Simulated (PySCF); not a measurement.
Gas-phase XPS of `C=C=CCN`, computed

Species: C4H7N.
SMILES with atom numbers: `[CH2:1]=[C:2]=[CH:3][CH2:4][NH2:5]`

Method used: delta-SCF UKS SCAN, pcX-2 on the ionised atom, pcseg-1 elsewhere, spin-free X2C (PySCF). Vertical ΔSCF values, vacuum level as zero.

Question: Give the core binding energies atom by atom.

Answer: 
```json
{"atom(s)": "C1", "environment": "outer carbon of cumulated double bonds", "level": "C 1s", "binding energy (eV)": "290.38", "above the level's lowest (eV)": "+0.04", "count": "1"}
{"atom(s)": "C2", "environment": "central carbon of cumulated double bonds", "level": "C 1s", "binding energy (eV)": "290.34", "above the level's lowest (eV)": "0.00", "count": "1"}
{"atom(s)": "C3", "environment": "outer carbon of cumulated double bonds", "level": "C 1s", "binding energy (eV)": "290.45", "above the level's lowest (eV)": "+0.11", "count": "1"}
{"atom(s)": "C4", "environment": "sp3 carbon bound to nitrogen", "level": "C 1s", "binding energy (eV)": "291.56", "above the level's lowest (eV)": "+1.22", "count": "1"}
{"atom(s)": "N5", "environment": "primary amine nitrogen", "level": "N 1s", "binding energy (eV)": "404.93", "above the level's lowest (eV)": "0.00", "count": "1"}
```

Lowest listed C 1s: C2, bonded to 2 C (double bond). Highest, 1.22 eV above it: C4, bonded to N, C and 2 H. Summing the Pauling electronegativity differences to the bonded atoms, each weighted by its formal bond order, gives 0.00 for the lowest site and -0.21 for the highest; the largest sum, 0.00, belongs to C2, 1.22 eV below the top. The smallest sum, -0.70, belongs to C1, 0.04 eV above the lowest. The values 290.34 and 290.38 eV lie too close for their order to be trusted.

Question: Which photon wavelength matches the N 1s of N5 threshold?

Answer: λ = hc/E = 12398.42 eV Å / 404.93 eV = 30.619 Å.

Question: Which effective nuclear charge Zeff reproduces each element's mean 1s value in the hydrogen-like formula E = 13.606 eV × Zeff²?

Answer: C (Z = 6): mean 290.7 eV, Zeff = 4.62, Z − Zeff = 1.38; N (Z = 7): mean 404.9 eV, Zeff = 5.46, Z − Zeff = 1.54. Means run over the listed sites, weighted by atom count.

The unrestricted hole states depart most from a pure doublet (⟨S²⟩ = 0.75; over 0.85 named) for C 1s of C2 (0.88), which makes this value less certain. Isolated species at its PBE0-D3(BJ)/def2-SVP geometry (one conformer only).

The run took 33 s on an Arm Neoverse V1 with one thread, on a shared host.

Shape of the structure used: `[CH2:1]=[C:2]=[CH:3][CH2:4][NH2:5]`: C2–C3–C4–N5 -115°, H–N5–C4–C3 56°, H–N5–C4–C3 -60°.
